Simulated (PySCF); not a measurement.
**Working with the constants of LiO**

UHF-CCSD(T) constants of LiO, ²Π (doublet), unpaired electrons π ↑ (Li aug-cc-pVDZ, O aug-cc-pVDZ; no relativity (PySCF 2.14); masses 7.0160 and 15.9949 u):

| Quantity | Value |
| --- | --- |
| ωe | 848.3 cm⁻¹ |
| ωexe | 13.0 cm⁻¹ |
| Be | 1.2105 cm⁻¹ |
| αe | 0.0221 cm⁻¹ |
| De to Li + O | 3.43 eV |

Task: What force constant and bond length do these constants imply?

Result: Reduced mass μred = 4.8768 u; k = 5.8918×10⁻⁷·μred·ωe² (u, cm⁻¹, mdyn/Å) = 2.07 mdyn/Å; Re = √(16.8576/(μred·Be)) (u, cm⁻¹, Å) = 1.690 Å.

Task: Estimate the centrifugal constant D from the Kratzer relation and find the Dunham coefficient a1.

Result: D = 4Be³/ωe² = 9.86e-06 cm⁻¹; a1 = −1 − αeωe/(6Be²) = -3.13.

Correlated steps freeze 1 core orbital. Correlated levels converge slowly with the basis: in double zeta they bind strong bonds too weakly, by up to about 1 eV, and carry superposition errors of some tenths. The state is the lowest determinant that a PBE0 search found; another state may lie lower at other levels.
